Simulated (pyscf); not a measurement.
Structures and frequencies: ωB97X-D3(BJ)/def2-SVP in PySCF. Correlated levels are frozen-core, on RHF or UHF. ΔMP2 is the change of the MP2 total energy from the triple- to the quadruple-zeta basis.

Q: For the elementary gas-phase step `[BH2][O][BH2]` + `[ClH]` → `[BH2][Cl]` + `[BH2][OH]` (singlet surface; B–O, Cl–H broken, B–Cl, H–O formed), what barrier and reaction energy does CCSD(T)/def2-TZVPP + ΔMP2(QZVPP) give, measured from the separated reactants?

A: ΔE‡ = 0.65 eV, ΔE = +0.15 eV. Zero-point energy shifts the barrier by +0.03 eV. It is a four-centre exchange, with an imaginary mode of 1049i cm⁻¹. On the product side the descent ends in an adduct with a B–O contact, 0.39 eV under the separated species and 0.84 eV under the saddle at ωB97X-D3(BJ)/def2-TZVP. What is counted as broken (B–O) persists as a longer contact in the product adduct; parting that adduct is a step of its own. One saddle was located; it need not be the lowest between these sides. The CCSD(T) − MP2 part came from Ansatz, without density fitting, on the same reference.
